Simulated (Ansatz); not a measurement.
# AlBFH3, SMILES F[BH][AlH2]: an active-space calculation

Computed with Ansatz's Python interface.

Run as a notebook:

In [1]:
```python
import warnings

import ansatz as az
```

In [2]:
```python
GEOMETRY = """
F    -0.16300   -1.90150   -1.11000
B    -0.71590   -0.75980   -0.33150
Al    0.54720    0.71460    0.31390
H    -1.78620   -0.68750   -0.06380
H     2.13430    0.62560   -0.05610
H     0.02570    1.94460    1.20130
"""
```

In [3]:
```python
warnings.simplefilter("ignore", az.DeckWarning)

mol = az.Crystal.molecule()
for line in GEOMETRY.strip().splitlines():
    symbol, *xyz = line.split()
    mol = mol.atom(symbol, [float(v) for v in xyz])
```

In [4]:
```python
setup = (
    mol.calculation()
    .basis(gaussian="def2-SVP")
    .correlation(active_electrons=2, active_orbitals=3)
)
for method in [None]:
    report = (setup if method is None else setup.correlation(method)).run().report
    space = report["configurations"]
    state = space["states"][0]
    print(method or "casscf", f"total {report['free_energy_ev'] / 27.211386246:.6f} Ha, active-space state {state['energy']['hartree']:.6f} Ha, mean field {report['reference_energy_ev'] / 27.211386246:.6f} Ha")
    print("  determinants", state["n_determinants"], " natural occupations", [round(n, 3) for n in space["natural_occupations"]])
```
```text
casscf total -367.607207 Ha, active-space state -367.607207 Ha, mean field -367.583886 Ha
  determinants 9  natural occupations [1.98, 0.019, 0.001]
```

Total energies depend on the basis set; only differences at equal settings carry meaning. The geometry is a force-field or estimated start, not a minimum of this method, and the basis set is short of its limit. The active space starts as a window about the frontier orbitals and is then optimised, not chosen by chemistry. It ran for 5 s on 1 thread of Arm Neoverse N1, on a shared host, peak memory 0.17 GiB.
